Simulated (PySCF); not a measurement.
## One molecule, a ladder of functionals, a line

Molecule: SMILES C#CC1=C[C@@H]1F, C5H3F.

Bonds (- single, = double, # triple, : aromatic): C1#C2 1.214 Å, C2-C3 1.397 Å, C3=C4 1.316 Å, C4-C5 1.461 Å, C5-F6 1.368 Å, C5-C3 1.479 Å. C1 carries H7; C4 carries H8; C5 carries H9. Stereochemistry as in C#CC1=C[C@@H]1F.

GIAO shieldings (ppm, equivalent atoms averaged) in PySCF 2.14.0 with density-fitted response routines on the PBE0-D3(BJ)/def2-SVP geometry, basis pcSseg-2, gas phase, non-relativistic:

```tsv
functional	exact exchange (%)	σ(C4)	σ(C1)	σ(C2)	σ(C5)
BLYP	0	44.3	71.5	97.9	101.9
BP86	0	47.7	73.2	100.8	106.1
PBE	0	47.4	72.8	100.4	106.2
B3LYP	20	47.4	73.7	104.9	109.6
mPW1PW91	25	50.7	75.6	108.8	114.6
BHandHLYP	50	51.9	76.6	114.8	119.8
HF	100	60.8	80.9	131.4	135.5
```

Question: Fit each shielding as a line in the percentage of exact exchange.

Answer: σ(C4) = 46.1 + 0.14 x (rms 1.4 ppm); σ(C1) = 72.6 + 0.08 x (rms 0.6 ppm); σ(C2) = 99.6 + 0.32 x (rms 1.1 ppm); σ(C5) = 104.8 + 0.31 x (rms 1.6 ppm). The functionals also differ in their semilocal parts, which the line can't hold; Hartree–Fock has no correlation at all.

Question: What does the line predict for PBE0 (25 %), and what does the run give?

Answer: σ(C4): 49.6 predicted, 51.3 computed; σ(C1): 74.6 predicted, 75.9 computed; σ(C2): 107.6 predicted, 109.1 computed; σ(C5): 112.5 predicted, 115.3 computed ppm.
